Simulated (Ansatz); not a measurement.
This geometry of C3H6N2S (12 atoms, charge 0, multiplicity 1) is a first-order saddle point.

Method: RKS PBE0-D4/def2-SVP in Ansatz 0.2.0.

```xyz
12
Properties=species:S:1:pos:R:3
C 0.530 -0.690 1.795
N 0.729 0.397 0.871
C 0.100 0.402 -0.317
N -0.678 -0.501 -0.816
C -0.924 0.201 -2.052
S 0.158 1.652 -1.572
H 0.917 -1.637 1.384
H -0.541 -0.839 2.013
H 1.058 -0.471 2.731
H 1.237 1.220 1.156
H -0.539 -0.302 -2.954
H -1.969 0.513 -2.205
```

(1) Which two structures does it join? (They come from a converged band through this point; their orientation in space is the band's.)

(2) How far does it lie above each of them?

Answers

(1) No bond is made or broken. The dihedral H9–C1–N2–H10 goes from 71 to -50°. The two ends are copies of one structure, up to a mirror image or an exchange of like atoms.

Image 0:

```xyz
12
Properties=species:S:1:pos:R:3
C 0.838 -0.946 1.561
N 1.075 0.042 0.541
C 0.114 0.357 -0.349
N -1.041 -0.192 -0.527
C -1.418 0.642 -1.642
S 0.183 1.612 -1.599
H 1.765 -1.496 1.784
H 0.089 -1.655 1.182
H 0.449 -0.510 2.498
H 1.845 0.688 0.644
H -1.533 0.111 -2.600
H -2.289 1.292 -1.458
```

Image 6:

```xyz
12
Properties=species:S:1:pos:R:3
C 0.565 -0.671 1.804
N 0.793 0.363 0.828
C 0.102 0.381 -0.328
N -0.719 -0.498 -0.798
C -0.969 0.198 -2.036
S 0.163 1.621 -1.592
H 0.234 -1.575 1.275
H -0.218 -0.403 2.537
H 1.495 -0.898 2.346
H 1.257 1.215 1.109
H -0.617 -0.324 -2.940
H -2.009 0.537 -2.171
```

(2) 0.4 kcal/mol above the first and 0.4 kcal/mol above the second. This is the barrier of this one path; another mechanism may lie lower.

Time of the run: 2.3 min on 2 threads of AMD EPYC 7B13 (Zen 3), with other jobs on the host, peak memory 0.31 GiB.
